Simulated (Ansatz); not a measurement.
**C3H2S: up Jacob's ladder to CCSD(T)**

The task here is to estimate one member of a computed series from the others.

Program: Ansatz 0.2.0, Gaussian basis. Level of theory: functionals in def2-TZVPP, the program's frozen cores in correlated methods. These are calculated values, not measurements.

Levels to be run: LDA (SPW92), PBE-D4, revPBE-D4, BLYP-D4, r2SCAN-D4, B97M-V, PBE0-D4, B3LYP-D4, r2SCANh-D4, r2SCAN0-D4, HSE06-D4, BHLYP-D4, CAM-B3LYP-D4, LC-ωPBE, ωB97X-V, ωB97M-V, B2PLYP, PBE-QIDH; CCSD(T)/def2-SVP; CCSD(T)/def2-TZVPP; MP2/def2-QZVPP; extrapolation to the limit; RPA on PBE.

### The geometry

The geometry comes from an earlier relaxation with PBE0-D4 in a triple-zeta def2 set; it is a stationary point.

SMILES `C#CC=S`, 6 atoms, charge 0, spin multiplicity 1.

Atoms are counted from 1 here; the program's logs count them from 0.

Bond lengths: C1–C2 1.205 Å, C1–H5 1.065 Å, C2–C3 1.408 Å, C3–S4 1.617 Å, C3–H6 1.092 Å. Angles: C2–C1–H5 179.0°, C1–C2–C3 178.6°, C2–C3–S4 124.8°, C2–C3–H6 114.9°, S4–C3–H6 120.3°.

The first run:

in.yaml reads:

```yaml
crystal:
  periodic: [false, false, false]
  atoms:
    - {symbol: C, position_ang: [0.360315, 0.996408, -1.147547]}
    - {symbol: C, position_ang: [0.108183, 0.231079, -0.251830]}
    - {symbol: C, position_ang: [-0.162111, -0.648935, 0.813270]}
    - {symbol: S, position_ang: [-1.299905, -1.798328, 0.794091]}
    - {symbol: H, position_ang: [0.569560, 1.665003, -1.949704]}
    - {symbol: H, position_ang: [0.465958, -0.509127, 1.695621]}
basis:
  gaussian: {orbitals: def2-TZVPP}
hamiltonian: {xc: lda}
output: {orbitals: {seedname: orbitals}}
```

Run with:

```bash
> ansatz run in.yaml --threads 2 --pin off --events-out ev --progress --plain --max-ram 4352MiB
```

Steps of the session up to this table: LDA; PBE-D4 (GGA); revPBE-D4 (GGA); BLYP-D4 (GGA); r2SCAN-D4 (meta-GGA); B97M-V (meta-GGA); B3LYP-D4 (hybrid); r2SCANh-D4 (hybrid); r2SCAN0-D4 (hybrid); HSE06-D4 (hybrid); BHLYP-D4 (hybrid); CAM-B3LYP-D4 (range-separated); LC-ωPBE (range-separated); ωB97X-V (range-separated); ωB97M-V (range-separated); B2PLYP (double hybrid); PBE-QIDH (double hybrid).

One table of the session follows, with a row left open; its other results are not shown here.

It belongs to the step «Frontier levels by functional». 

| functional | HOMO (eV) | LUMO (eV) | gap (eV) |
| --- | --- | --- | --- |
| LDA (SPW92) | -5.68 | -4.10 | 1.58 |
| PBE-D4 | -5.56 | -3.89 | 1.67 |
| revPBE-D4 | -5.52 | -3.82 | 1.69 |
| BLYP-D4 | -5.40 | -3.72 | 1.68 |
| r2SCAN-D4 | -5.80 | -3.84 | 1.96 |
| B97M-V | -5.85 | -3.73 | 2.12 |
| PBE0-D4 | -6.84 | -3.08 | 3.77 |
| B3LYP-D4 | -6.59 | -3.24 | 3.35 |
| r2SCANh-D4 | -6.28 | -3.53 | 2.75 |
| r2SCAN0-D4 | -7.00 | -3.05 | 3.94 |
| HSE06-D4 | -6.44 | -3.45 | 2.99 |
| BHLYP-D4 | ? | ? | ? |
| CAM-B3LYP-D4 | -8.21 | -1.97 | 6.24 |
| LC-ωPBE | -9.66 | -0.95 | 8.71 |
| ωB97X-V | -9.26 | -0.96 | 8.30 |
| ωB97M-V | -9.09 | -0.98 | 8.11 |

Estimate the missing values for BHLYP-D4.

Worked estimate for «HOMO (eV)». Against the share of exact exchange, BLYP-D4 (0, -5.40), B3LYP-D4 (0.2, -6.59) give a slope of -5.95 per unit share; at 0.5 the line stands at -8.37.

**Answer.** HOMO (eV): -7.97; LUMO (eV): -2.07; gap (eV): 5.91. In «HOMO (eV)» the line misses by -0.40.
